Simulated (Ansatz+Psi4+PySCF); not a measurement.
**doublet C₃(+): levels of theory in one basis**

```yaml
atoms:
  - { symbol: C, position_ang: [0.0026, 0.0053, 0.0080] }
  - { symbol: C, position_ang: [0.7450, -0.0054, 1.0894] }
  - { symbol: C, position_ang: [-0.7358, -0.0092, 1.0976] }
```

Basis set: cc-pVTZ (spherical functions). Correlated methods keep 3 orbitals frozen. Correlation on ROHF uses semicanonical orbitals with singles. Charge 1, multiplicity 2.

Computed with Ansatz (development build ahead of 0.2.0); each method stands on the lowest determinant of its kind that the runs found.

```json
{"method": "ROHF", "E − E(ROHF) (eV)": "0.00", "<S²> of the determinant": "0.75"}
{"method": "UHF", "E − E(ROHF) (eV)": "-1.37", "<S²> of the determinant": "1.64"}
{"method": "ROHF-MP2", "E − E(ROHF) (eV)": "-10.84", "<S²> of the determinant": "–"}
{"method": "UHF-MP2", "E − E(ROHF) (eV)": "-10.35", "<S²> of the determinant": "1.64"}
{"method": "ROHF-CCSD", "E − E(ROHF) (eV)": "-11.29", "<S²> of the determinant": "–"}
{"method": "UHF-CCSD", "E − E(ROHF) (eV)": "-11.27", "<S²> of the determinant": "1.64"}
{"method": "UHF-CCSD(T)", "E − E(ROHF) (eV)": "-12.07", "<S²> of the determinant": "1.64"}
```

What does ROHF-CCSD(T) give on the same scale?

-12.21 eV.

The restricted and unrestricted rows may stand on different electronic states: another unrestricted solution lies nearer the restricted one.

Caution for ROHF, ROHF-MP2, ROHF-CCSD, ROHF-CCSD(T): an unrestricted determinant lies well below. Caution for UHF, UHF-MP2, UHF-CCSD, UHF-CCSD(T): the unrestricted determinant is a mixture of spin states. Caution for ROHF-MP2, UHF-MP2, ROHF-CCSD, UHF-CCSD, ROHF-CCSD(T), UHF-CCSD(T): large amplitudes, a single reference is doubtful. Caution for ROHF-MP2, UHF-MP2: MP2 on this radical cation hangs on the determinant chosen. Caution for ROHF-MP2, UHF-MP2, UHF-CCSD(T): another reference gives a lower total. Caution for UHF-CCSD, UHF-CCSD(T): the program doubts this total.
